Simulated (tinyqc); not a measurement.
The basis set: RHF and MP2 along a ladder of basis sets, for CH4, spin multiplicity 1. Computed by the program tinyqc with PySCF. 

Geometry (angstrom):
```
atom        x        y        z
C      0.0000   0.0000   0.0000
H      0.6140   0.6140   0.6140
H      0.6140  -0.6140  -0.6140
H     -0.6140   0.6140  -0.6140
H     -0.6140  -0.6140   0.6140
```

Same geometry throughout; the dipole is taken about the origin.

RHF and frozen-core MP2 in a ladder of bases:
```
basis        functions  E(RHF) (hartree)  E(MP2 corr) (hartree)  HOMO (eV)  LUMO (eV)  dipole (debye)
sto-3g               9        -39.725531              -0.053398   -14.3768    20.0508          0.0000
3-21g               17        -39.975795              -0.097405   -14.9679     8.2079          0.0000
6-31g               17        -40.179564              -0.096794   -14.9623     7.0718          0.0000
6-31g**             34        -40.200527              -0.161404   -14.9678     7.0992          0.0000
cc-pvdz             34        -40.196574              -0.160008   -14.9472     5.3376          0.0000
aug-cc-pvdz         59        -40.197727              -0.166716   -14.9795     1.0109          0.0000
cc-pvtz             86        -40.212496              -0.197885   -15.0050     3.9475          0.0000
```

From cc-pVDZ to cc-pVTZ the RHF energy falls by 15.9 mhartree and the correlation energy by 37.9. If valence correlation converges as X^-3, (27 E(T) - 8 E(D))/19 gives -0.2138 hartree, a rough estimate from such small X that usually falls short; STO-3G holds about 25 % of it. Beyond STO-3G the LUMO moves by 7.2 eV and the HOMO by 0.1 eV; diffuse functions lower the positive LUMO sharply, since an unbound virtual level tracks the most diffuse function.
